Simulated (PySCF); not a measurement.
Record of a relaxation.

Compound: (E)-diazene, N₂H₂.
Numbering: `[H]/[N:2]=[N:3]/[H]` (hydrogens: H1 on N2; H4 on N3)

Computed by this run: PBE0-D3(BJ)/def2-TZVP geometry optimisation, gas phase (PySCF 2.14.0); density fitting, grid level 2; the optimiser is geomeTRIC in internal coordinates, started from a GFN2-xTB structure with every atom displaced at random (about 0.01 Å). The frame can shift and turn from step to step; on so coarse a grid that alone can change the energy by a few meV, and forces under 0.02 eV/Å are noise.

Step 0: E = -3008.4056 eV, largest atomic force 1.935 eV/Å
```
atom  x, y, z in Å  |  force x, y, z in eV/Å
H1     -1.340    0.118    0.041   -0.881   0.900   0.062
N2     -0.481   -0.394   -0.033    1.343  -1.389  -0.116
N3      0.460    0.389    0.011    1.071   0.160   0.041
H4      1.399   -0.139   -0.052   -1.533   0.330   0.013
```

Step 1: E = -3008.2677 eV, largest atomic force 1.212 eV/Å
```
atom  x, y, z in Å  |  force x, y, z in eV/Å
H1     -0.803    0.071    1.067    1.109  -0.167   0.458
N2     -0.216   -0.437    0.367   -1.111   0.110  -0.473
N3      0.394    0.405   -0.294   -1.061   0.311  -0.361
H4      0.662   -0.065   -1.173    1.063  -0.254   0.375
```

Step 2: E = -3008.4415 eV, largest atomic force 0.551 eV/Å
```
atom  x, y, z in Å  |  force x, y, z in eV/Å
H1     -0.762    0.068    1.101    0.525  -0.099   0.135
N2     -0.261   -0.434    0.341   -0.419   0.163  -0.276
N3      0.349    0.411   -0.317   -0.532   0.050  -0.116
H4      0.711   -0.070   -1.157    0.426  -0.114   0.257
```

Step 3: E = -3008.4820 eV, largest atomic force 0.220 eV/Å
```
atom  x, y, z in Å  |  force x, y, z in eV/Å
H1     -0.719    0.064    1.115   -0.074  -0.061   0.049
N2     -0.294   -0.431    0.314   -0.094   0.034   0.196
N3      0.311    0.421   -0.334    0.117  -0.063  -0.152
H4      0.740   -0.079   -1.129    0.051   0.090  -0.093
```

Step 4: E = -3008.4828 eV, largest atomic force 0.174 eV/Å
```
atom  x, y, z in Å  |  force x, y, z in eV/Å
H1     -0.726    0.062    1.124    0.019   0.063  -0.041
N2     -0.297   -0.427    0.321    0.097  -0.058  -0.133
N3      0.313    0.414   -0.339   -0.052   0.058   0.130
H4      0.748   -0.074   -1.140   -0.064  -0.063   0.044
```

Step 5: E = -3008.4838 eV, largest atomic force under 0.02 eV/Å
```
atom  x, y, z in Å  |  force x, y, z in eV/Å
H1     -0.724    0.063    1.119    0.001  -0.001   0.001
N2     -0.295   -0.429    0.319    0.000   0.001  -0.003
N3      0.313    0.416   -0.335   -0.001   0.002   0.000
H4      0.743   -0.076   -1.136    0.000  -0.002   0.002
```

Step 6: E = -3008.4838 eV, largest atomic force under 0.02 eV/Å
```
atom  x, y, z in Å  |  force x, y, z in eV/Å
H1     -0.724    0.063    1.119    0.000   0.001  -0.001
N2     -0.295   -0.429    0.319    0.000  -0.001   0.000
N3      0.313    0.417   -0.336   -0.001  -0.001   0.001
H4      0.743   -0.076   -1.136    0.000   0.001  -0.001
```

Question: Summarise the path.

Answer: The energy falls by 7.55 kJ/mol from step 0 to step 6; nine tenths of that is first reached at step 3. It rises by more than 0.2 meV at step 1. The largest force goes from 1.935 to under 0.02 eV/Å. Among the bonds N3–H4 changes most, from 1.079 to 1.033 Å; the atoms move by 0.032 Å rms after alignment.

What follows is the cost of the whole optimisation. Time: 6.8 s; peak memory 0.32 GiB. Hardware: one thread of an Arm Neoverse V1, no GPU (shared host).
